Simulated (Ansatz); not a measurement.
A made-up structure of CH2FSi, doublet:

| atom | x (Å) | y (Å) | z (Å) |
| --- | --- | --- | --- |
| F1 | 0.4885 | -1.3195 | 1.1357 |
| C2 | 0.4858 | -0.2792 | 0.7558 |
| Si3 | -0.0256 | 0.2771 | -0.4547 |
| H4 | -1.2724 | -0.3525 | -1.1462 |
| H5 | 0.3237 | 1.6740 | -0.2905 |

It is relaxed with PBE-D4/def2-SVP and then PBE0-D4/def2-TZVP (Ansatz 0.2.0). Atoms count as bonded within 1.22 times the sum of their covalent radii (H–H: 0.88 Å). The end point is not checked to be a true minimum.

Problem. Does its bonding change? (Judge from chemistry; the calculation decides.)

Solution. Computed: No: no bond forms or breaks.

Where it ends: The first stage lowers the energy by 4.58 eV in 7 steps. It ends as CH₂FSi ([F][C][SiH2]):
F1  (0.623, -1.609, 1.412)
C2  (0.530, -0.440, 0.869)
Si3  (-0.071, 0.364, -0.520)
H4  (-1.266, -0.127, -1.247)
H5  (0.184, 1.813, -0.513)
(Å)

Labels in which every atom is bracketed show which atoms are joined, not bond orders.

For scale, one of the runs: PBE0-D4/def2-TZVP relaxation, 111 basis functions, launched by `ansatz run in.yaml --threads 2 --pin off --events-out ev --progress --plain --max-ram 4352MiB`. Hardware: 2 CPU threads of an Arm Neoverse V1, shared host. Wall time about 25 s.
